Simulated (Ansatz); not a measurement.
A nudged elastic band was laid between two geometries of BClH2O + H2 (7 atoms, charge 0, multiplicity 1).

Theory: RKS r2SCAN/def2-SVP in Ansatz.

| Property | Result |
| --- | --- |
| movable images | 3 |
| climbing image | no |
| spring | 5.0 eV/Å² |
| optimiser | quadratic models (default) |
| start path | through a guess of the saddle point |
| force threshold | 0.05 eV/Å |
| iteration limit | 60 |
| end points | relaxed |

First end point:

```xyz
7
Properties=species:S:1:pos:R:3
B -0.044 -0.533 0.128
O -0.046 -0.768 1.449
H -0.932 -0.755 1.841
H 0.997 -0.518 -0.469
Cl -1.562 -0.248 -0.748
H -0.349 2.618 0.666
H 0.107 2.465 1.253
```

Last end point:

```xyz
7
Properties=species:S:1:pos:R:3
B 0.030 0.415 -0.048
O -0.088 0.300 1.612
H -0.494 -0.565 1.798
H 0.816 -0.461 -0.320
Cl -1.698 0.055 -0.603
H 0.359 1.566 -0.208
H -0.754 0.952 1.890
```

Question: What changes between the two ends?

Answer: Bonds broken: H6–H7. Bonds formed: B1–H6, O2–H7. BClH2O + H2 becomes BClH4O.

Question: Give the energies along the band, and the barrier.

Answer: The run converged. The highest image is number 2 of 0 to 4, 1.32 eV above the first end and 0.56 eV above the last; the last end lies 0.76 eV above the first. Neighbouring images differ by up to 1.2 eV, so the band resolves the path poorly. No image climbed, so the highest image needn't sit at the top of the path. So few images can step over the top or miss a turn of the path. The orbitals stay closed-shell, which can raise the energy where a bond breaks towards radicals; this wasn't checked here.

| image | path coordinate (Å) | energy (eV) | H6–H7 (Å) | B1–H6 (Å) | O2–H7 (Å) |
| --- | --- | --- | --- | --- | --- |
| 0 | 0.00 | 0.00 | 0.76 | 3.21 | 3.24 |
| 1 | 0.98 | 0.09 | 0.76 | 2.46 | 2.44 |
| 2 | 1.97 | 1.32 | 0.86 | 1.52 | 1.62 |
| 3 | 2.95 | 0.88 | 1.91 | 1.22 | 0.97 |
| 4 | 3.93 | 0.76 | 2.45 | 1.21 | 0.97 |

Question: What is the geometry of the highest image?

Answer: 
```xyz
7
Properties=species:S:1:pos:R:3
B -0.056 0.123 0.221
O -0.050 -0.255 1.603
H -0.969 -0.371 1.871
H 0.956 -0.027 -0.420
Cl -1.618 -0.142 -0.655
H 0.000 1.633 0.355
H -0.091 1.301 1.146
```

The band took 11 iterations and of the order of 100 core-seconds.

The run took 98 s on 1 thread of Arm Neoverse V1, with other jobs on the host, peak memory 0.12 GiB.
